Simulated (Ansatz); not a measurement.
Steps of a relaxation of NO$_{2}$ (`O=[N+][O-]`) radical with UKS PBE0-D4/def2-TZVP.

```sh
$ ansatz run in.yaml --threads 2 --pin off --events-out ev --progress --plain --max-ram 32768MiB --backend cpu
```

```yaml
crystal:
  periodic: [false, false, false]
  atoms:
    - {symbol: O, position_ang: [0.396430, 0.984780, 0.327170]}
    - {symbol: N, position_ang: [0.211840, -0.158880, 0.098930]}
    - {symbol: O, position_ang: [-0.608270, -0.825900, -0.426110]}
basis:
  gaussian: {orbitals: def2-TZVP}
magnetization: {spin_polarized: true, initial_magnetization: 1}
hamiltonian: {xc: pbe0, dispersion: d4}
relax: {f_tol: 0.005, max_steps: 150}
```

Positions (Å) and forces (eV/Å) along the path, 4 of 4 steps:

```xyz
3
step=1 energy=-5577.0779 eV
O     0.396    0.985    0.327   -0.382    0.139   -0.195
N     0.212   -0.159    0.099    0.668   -0.472    0.315
O    -0.608   -0.826   -0.426   -0.286    0.332   -0.120
3
step=2 energy=-5577.0868 eV
O     0.392    0.984    0.325   -0.243    0.090   -0.124
N     0.218   -0.163    0.102    0.421   -0.304    0.198
O    -0.609   -0.821   -0.426   -0.178    0.214   -0.074
3
step=3 energy=-5577.0926 eV
O     0.384    0.982    0.320    0.010    0.007    0.006
N     0.227   -0.170    0.106   -0.005    0.009   -0.002
O    -0.611   -0.812   -0.426   -0.005   -0.016   -0.004
3
step=4 energy=-5577.0926 eV
O     0.384    0.982    0.320   -0.003   -0.001   -0.001
N     0.227   -0.170    0.106    0.004   -0.002    0.002
O    -0.611   -0.812   -0.426   -0.002    0.002   -0.001
```

It took 4.3 s on 2 threads of an AMD EPYC 7R13 on a shared host, with 0.18 GiB of host memory at the peak.
